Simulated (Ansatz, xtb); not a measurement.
**C5H9N: which of two isomers lies lower**

Structure a: `C#C[C@@H](C)CN`, a singlet. Structure b: `C#CC[C@@H](C)N`, a singlet. Both are isolated molecules in the gas phase, relaxed with r2SCAN-D4/def2-SVP, each in the lowest conformer that the search found.

Quicker runs give these differences E(b) − E(a): GFN2-xTB −1.78 kcal/mol; HF/STO-3G −1.95 kcal/mol (at GFN2-xTB geometries); r2SCAN-D4/def2-SVP//GFN2-xTB −1.97 kcal/mol.

**Question.** Estimate E(b) − E(a) at the level CCSD(T)/def2-SVP + ΔMP2/def2-TZVPP.

**Answer.** Calculated at CCSD(T)/def2-SVP + ΔMP2/def2-TZVPP: E(b) − E(a) = −1.76 kcal/mol, so structure b lies lower.

The same difference at several levels:

| level | geometry | E(b) − E(a) (kcal/mol) | departure from the last row (kcal/mol) | job, with rough time for the two |
| --- | --- | --- | --- | --- |
| GFN2-xTB | GFN2-xTB | −1.78 | −0.03 | optimisation, 0.13 s |
| HF/STO-3G | GFN2-xTB | −1.95 | −0.19 | single point, 0.4 s |
| r2SCAN-D4/def2-SVP//GFN2-xTB | GFN2-xTB | −1.97 | −0.21 | single point, 2.8 s |
| r2SCAN-D4/def2-SVP | r2SCAN-D4/def2-SVP | −2.09 | −0.34 | optimisation, 22 s |
| HF/def2-SVP | r2SCAN-D4/def2-SVP | −1.95 | −0.20 | part of the CCSD(T) run |
| MP2/def2-SVP | r2SCAN-D4/def2-SVP | −1.56 | +0.20 | part of the CCSD(T) run |
| CCSD(T)/def2-SVP | r2SCAN-D4/def2-SVP | −1.66 | +0.10 | single point |
| CCSD(T)/def2-SVP + ΔMP2/def2-TZVPP | r2SCAN-D4/def2-SVP | −1.76 |  | single point, 40 s |

As drawn, both hold the same kinds of bond in the same numbers.

None of the levels shown reverses the order. The largest departure from CCSD(T)/def2-SVP + ΔMP2/def2-TZVPP is that of r2SCAN-D4/def2-SVP, 0.34 kcal/mol. The last row adds to CCSD(T) the change of the MP2 difference between the two basis sets, here −0.10 kcal/mol.

With thermal terms from frequencies at re-optimised GFN2-xTB minima (ideal gas, soft modes damped towards free rotors, one conformer each, 298.15 K, 1 atm): the zero-point term adds −0.18 kcal/mol; ΔH is −1.94 and ΔG −1.90 kcal/mol.

The correlated steps freeze 6 core orbitals. Codes used: Ansatz 0.2.0, xtb 6.7.1; the last row on 2 threads of Intel(R) Xeon(R) Gold 6455B (Sapphire Rapids) on a shared host.
